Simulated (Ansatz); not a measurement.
# CHPSi (triplet): the correlation ladder, cc-pVDZ

The task here is to estimate one member of a computed series from the others.

Program: Ansatz 0.2.0, Gaussian basis. Level of theory: cc-pVDZ, core rule «outside noble gas», up to 11 orbitals frozen. These are calculated values, not measurements.

The runs, in order: UHF; CCSD(T) on ROHF; CCSD(T) on UHF; BCCD(T) on ROHF; CISD as a restricted active space (open shells left free, so some higher excitations enter); CCSDT(Q) on ROHF; CCSDT(Q) on UHF; CASSCF and NEVPT2, 10 electrons in 10 orbitals.

19 further runs of the same task are left out: 8 that didn't finish, 11 set aside as unsound or not needed. Runs told in other sessions of the task aren't counted.

**What is computed**

The geometry is a PBE0/def2-TZVP stationary point (not a proven minimum) of the parent state, kept for this charge and spin.

4 atoms, charge 0, spin multiplicity 3.

Atoms are counted from 1 here; the program's logs count them from 0.

Bond lengths: P1–C2 1.639 Å, P1–H4 1.441 Å, C2–Si3 1.695 Å. Angles: C2–P1–H4 100.5°, P1–C2–Si3 170.7°.

Geometry (Å):

| atom | x (Å) | y (Å) | z (Å) |
| --- | --- | --- | --- |
| P1 | 0.00000 | -0.09181 | 1.55948 |
| C2 | 0.00000 | 0.09518 | -0.06835 |
| Si3 | 0.00000 | 0.01441 | -1.76175 |
| H4 | 0.00000 | 1.28545 | 1.98201 |

Set-up of the first run:

The input, in.yaml:

```yaml
crystal:
  periodic: [false, false, false]
  atoms:
    - {symbol: P, position_ang: [0.000000, -0.091809, 1.559477]}
    - {symbol: C, position_ang: [0.000000, 0.095184, -0.068348]}
    - {symbol: Si, position_ang: [0.000000, 0.014412, -1.761754]}
    - {symbol: H, position_ang: [0.000000, 1.285451, 1.982014]}
basis:
  gaussian: {orbitals: cc-pVDZ}
magnetization: {spin_polarized: true, initial_magnetization: 2}
hamiltonian: {xc: hf}
output: {orbitals: {seedname: orbitals}}
```

Launch:

```bash
$ ansatz run in.yaml --threads 1 --pin off --events-out ev --progress --plain --max-ram 2393MiB
```

Among the steps run: UHF; CCSD(T) on ROHF; CCSD(T) on UHF; BCCD(T) on ROHF; CISD as a restricted active space (open shells left free, so some higher excitations enter); CCSDT(Q) on ROHF; CCSDT(Q) on UHF; CASSCF and NEVPT2, 10 electrons in 10 orbitals.

One table of the session follows, with a row left open; its other results are not shown here.

It belongs to the step «Misses and costs». 

```
   method  from RCCSDT(Q) (meV)
     ROHF               +9741.8
      UHF               +9341.2
     RMP2               +1575.8
     UMP2                     ?
     CISD               +1667.7
    RCCSD                +543.9
    UCCSD                +524.8
 RCCSD(T)                 +92.6
 UCCSD(T)                +102.1
  BCCD(T)                 +89.7
   RCCSDT                 +41.8
   UCCSDT                 +38.5
RCCSDT(Q)                     0
UCCSDT(Q)                  -5.3
```

Q: Estimate the row for UMP2 from the others.

The run gave: from RCCSDT(Q) (meV): +1823.4. In the column «from RCCSDT(Q) (meV)» it lies between CISD (+1667.7) and UHF (+9341.2).

Left out of the table: CASSCF frontier, NEVPT2 frontier (the active space lost an orbital or holds another state than full CI finds).

Limits of these values: Restricted and unrestricted rows rest on different reference determinants; a gap between their highest levels can come from leftover correlation error, from unlike frozen cores or from another state. Warnings in the runs' records: passed over end.
